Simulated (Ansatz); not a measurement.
Competing steps

Reactants: CH₆Si ([CH3][SiH3]) + SiH₄ (brackets give SMILES or just the links). Saddle points were found for several chosen steps; others may exist. Gas-phase electronic energies, without zero-point energy, by CCSD(T) at an estimated basis limit (MP2 extrapolated from triple and quadruple zeta, plus CCSD(T) − MP2 in triple zeta); Ansatz 0.2.0, def2-TZVPP and QZVPP, frozen cores, on PBE0-D4/def2-TZVP structures. Extrapolation: Hartree–Fock as exp(−7.88 √X), correlation as X^−2.97. No counterpoise correction.

(1) Rank the steps by the energy of their saddle points, lowest first, and give each saddle's height above the lowest. (Judge from chemistry; the value comes from the calculation.)
A. four-centre ligand exchange, to CH₈Si₂ ([CH3][SiH2][SiH3]) + H₂ (breaks or loosens H–Si, H–Si; forms H–H, Si–Si)
B. ligand redistribution between two centres, to CH₆Si ([CH3][SiH3]) + SiH₄ (breaks or loosens C–Si, H–Si; forms C–Si, H–Si)

(2) Does the lowest of these saddles lead to the lowest end structure (the products still in contact)? (Judge from chemistry; the calculation decides.)

No T1 diagnostic of these runs exceeds 0.013.

For scale, one of the runs: CCSD(T)/def2-TZVPP, 255 basis functions, launched by `ansatz run in.yaml --threads 4 --pin off --events-out ev --progress --plain --max-ram 9574MiB`. The run took 110 s on 4 CPU threads of an Intel Xeon (shared host), with 5.3 GiB of host memory at its peak.

Answers

(1) The calculation gives: B (0.00 kcal/mol), A (3.23 kcal/mol). Heights count from the lowest.

The lowest of these saddles lies at 70.15 kcal/mol relative to the separated reactants.

(2) By the calculation: Yes. Relative to the separated reactants, the ends lie at -1.36 (CH₆Si ([CH3][SiH3]) + SiH₄); 4.25 (CH₈Si₂ ([CH3][SiH2][SiH3]) + H₂) kcal/mol.
